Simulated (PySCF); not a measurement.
Stretching O₂

Set-up: basis O def2-TZVPP; no relativity; PySCF 2.14. Energies in eV from O + O in their ground configurations at the same level. State: triplet, unpaired electrons π ↑↑.

All columns are PBE0.

```json
{"R (Å)": "1.029", "E (eV)": "-3.646", "HOMO (eV)": "-6.94", "LUMO (eV)": "-0.82", "Mayer bond order": "1.76", "⟨S²⟩": "2.01"}
{"R (Å)": "1.076", "E (eV)": "-4.621", "HOMO (eV)": "-7.58", "LUMO (eV)": "-1.43", "Mayer bond order": "1.78", "⟨S²⟩": "2.01"}
{"R (Å)": "1.124", "E (eV)": "-5.159", "HOMO (eV)": "-8.14", "LUMO (eV)": "-2.00", "Mayer bond order": "1.80", "⟨S²⟩": "2.01"}
{"R (Å)": "1.160", "E (eV)": "-5.348", "HOMO (eV)": "-8.52", "LUMO (eV)": "-2.38", "Mayer bond order": "1.81", "⟨S²⟩": "2.01"}
{"R (Å)": "1.196", "E (eV)": "-5.398", "HOMO (eV)": "-8.87", "LUMO (eV)": "-2.75", "Mayer bond order": "1.83", "⟨S²⟩": "2.01"}
{"R (Å)": "1.232", "E (eV)": "-5.338", "HOMO (eV)": "-9.19", "LUMO (eV)": "-3.08", "Mayer bond order": "1.85", "⟨S²⟩": "2.01"}
{"R (Å)": "1.280", "E (eV)": "-5.130", "HOMO (eV)": "-9.57", "LUMO (eV)": "-3.49", "Mayer bond order": "1.87", "⟨S²⟩": "2.01"}
{"R (Å)": "1.339", "E (eV)": "-4.725", "HOMO (eV)": "-9.99", "LUMO (eV)": "-3.94", "Mayer bond order": "1.89", "⟨S²⟩": "2.01"}
{"R (Å)": "1.411", "E (eV)": "-4.105", "HOMO (eV)": "-10.41", "LUMO (eV)": "-4.42", "Mayer bond order": "1.91", "⟨S²⟩": "2.01"}
{"R (Å)": "1.507", "E (eV)": "-3.167", "HOMO (eV)": "-10.85", "LUMO (eV)": "-4.95", "Mayer bond order": "1.93", "⟨S²⟩": "2.01"}
```

The state is the lowest determinant that a PBE0 search found; another state may lie lower at other levels.
